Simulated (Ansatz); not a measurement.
Working through a short molecular-dynamics run of CHO2, SMILES [O]C=O

Computed with Ansatz's Python interface.

Typed at the interpreter:
```pycon
>>> from dataclasses import dataclass
>>> import warnings
>>> import ansatz as az
>>> import numpy as np
>>> @dataclass(frozen=True)
... class RunConfig:
...     basis_set: str = "6-31G"
...     functional: str = "b3lyp"
...     dispersion: str = "d4"
...     n_steps: int = 30
...     temperature_k: int = 200
...
>>> opts = RunConfig()
>>> GEOMETRY = """
... O    -1.11060   -0.05800    0.54430
... C    -0.01510   -0.02660    0.01230
... O     0.94190   -0.78290    0.18870
... H     0.23940    0.80730   -0.76570
... """
>>> warnings.simplefilter("ignore", az.DeckWarning)
>>> molecule = az.Crystal.molecule()
>>> for line in GEOMETRY.strip().splitlines():
...     symbol, *xyz = line.split()
...     molecule = molecule.atom(symbol, [float(v) for v in xyz])
...
>>> calc = molecule.calculation()
>>> calc = calc.basis(gaussian=opts.basis_set)
>>> calc = calc.functional(opts.functional, dispersion=opts.dispersion).spin("collinear", total=1)
>>> calc = calc.md("nvt_langevin", timestep=0.5, steps=opts.n_steps, temperature=opts.temperature_k, initial_velocities="maxwell_boltzmann", seed=42, friction=0.02)
>>> frames = []
>>> calc.session().plan().execute(on_event=lambda e: frames.append(e["data"]) if e["event"] == "md_step" else None)
<ansatz.RunOutcome object at 0x...>
>>> print("t (fs)   E_pot (eV)      E_kin (eV)   T (K)   d(0-1) (A)")
t (fs)   E_pot (eV)      E_kin (eV)   T (K)   d(0-1) (A)
>>> for f in frames[::2]:
...     xyz = np.array(f["positions_ang"])
...     print(f"{f['time_fs']:6.2f} {f['lagrangian_ev']:14.5f} {f['e_kin_ev']:10.5f} {f['temperature_k']:8.1f} {np.linalg.norm(xyz[0] - xyz[1]):9.4f}")
...
  0.00    -5142.93195    0.07756    150.0    1.2182
  1.00    -5142.94378    0.08475    163.9    1.2222
  2.00    -5142.97876    0.13851    267.9    1.2276
  3.00    -5143.02568    0.18349    354.9    1.2323
  4.00    -5143.06510    0.23132    447.4    1.2368
  5.00    -5143.08405    0.23749    459.3    1.2413
  6.00    -5143.09237    0.22003    425.6    1.2457
  7.00    -5143.10921    0.25253    488.4    1.2487
  8.00    -5143.13093    0.31691    612.9    1.2507
  9.00    -5143.14643    0.34768    672.4    1.2507
 10.00    -5143.14293    0.33126    640.7    1.2501
 11.00    -5143.12979    0.31724    613.6    1.2493
 12.00    -5143.12054    0.31414    607.6    1.2461
 13.00    -5143.12231    0.32722    632.9    1.2424
 14.00    -5143.13663    0.32809    634.5    1.2391
 15.00    -5143.14327    0.30529    590.5    1.2358
>>> print("mean temperature", round(float(np.mean([f["temperature_k"] for f in frames])), 1), "K")
mean temperature 491.9 K
```

What to keep in mind:
- Total energies depend on the basis set; only differences at equal settings carry meaning.
- The trajectory is only some femtoseconds long, so its temperature is not equilibrated; where the script doesn't relax first, it starts from a rough generated geometry.
- The species is open-shell (spin multiplicity 2).
- b3lyp holds the VWN-RPA fit, as in Gaussian; the form of ORCA and Turbomole is b3lyp5.
- The printed temperature counts all 3N degrees of freedom under Langevin dynamics, so the first row lies under the target.
- Run time: 40 s on 1 thread of Arm Neoverse V2 (shared host), peak memory 0.16 GiB.

(Lines on the test bed's own set-up are left out of the output.)
